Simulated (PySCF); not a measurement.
Dipole moment and polarisability of ethenethiol

Species: ethenethiol, C₂H₄S.
Numbering: `[CH2:1]=[CH:2][SH:3]` (hydrogens: H4, H5 on C1; H6 on C2; H7 on S3)

Structure used (PBE0-D3(BJ)/def2-TZVP), in Å, numbered top down from 1:
```xyz
7
C2H4S angstrom
C     -0.8121    0.4144   -0.0611
C      0.0807   -0.5652   -0.1221
S      1.6572   -0.6387    0.6210
H     -0.6355    1.3287    0.4943
H     -1.7582    0.3210   -0.5793
H     -0.1275   -1.4679   -0.6887
H      1.6314    0.5800    1.1853
```

Level: CAM-B3LYP/aug-cc-pVTZ (PySCF), static field, nuclei fixed, core orbitals frozen in the response. The polarisability tensor in these axes (au):

```
x   60.19 -8.81  6.99
y   -8.81 45.99  0.29
z    6.99  0.29 40.47
```

What are the eigenvalues, a third of the trace, and Δα (Δα² = ½Σ(αi − αj)² over the three pairs)?

Principal values 36.88, 43.83 and 65.93 au; mean 48.88 au = 7.24 Å³ = 8.06 × 10⁻⁴⁰ C²·m²/J; Δα = 26.27 au (54 % of the mean).

What is the dipole moment, and where does it point?

(-0.62, 0.58, -0.04) D, 0.85 D in size, pointing from the negative to the positive side. Measured along this direction, the outermost atoms are S3 at the negative end and H5 at the positive end.

Molar refractivity from α?

Lorentz–Lorenz: R = (4π/3)N_A α = 2.5225 cm³/(mol·Å³) × 7.24 Å³ = 18.3 cm³/mol, in the limit of long wavelengths.

Refractivity n − 1 of an ideal gas of it at 298.15 K and 1 atm, from the electronic α?

N = p/kT = 2.4615 × 10¹⁹ cm⁻³, so n − 1 = 2π × N × 7.24 × 10⁻²⁴ cm³ = 1120 × 10⁻⁶ at long wavelengths, for an ideal gas.

Directions of the eigenvectors, and the extent of the frame along each?

Largest value along (0.89, -0.39, 0.24), where the nuclei span 3.70 Å; middle along (0.22, 0.82, 0.52), 3.05 Å; least along (-0.40, -0.41, 0.82), 0.04 Å. The response follows the extents in order.

What depolarisation ratio follows for Rayleigh scattering of linearly polarised light, taking the static tensor?

ρ = 3Δα²/(45ᾱ² + 4Δα²) = 2070.3/(107517 + 2760.4) = 0.0188.

Orientational against electronic polarisability at 400 K (dilute gas, rigid molecules)?

In Gaussian units μ²/3kT = 4.35 Å³ against 7.24 Å³, a ratio of 0.60; the Debye molar polarisation (4π/3)N_A(α + μ²/3kT) is 29.2 cm³/mol, leaving out the vibrational part.

Isolated species at its PBE0-D3(BJ)/def2-TZVP geometry (one conformer only).
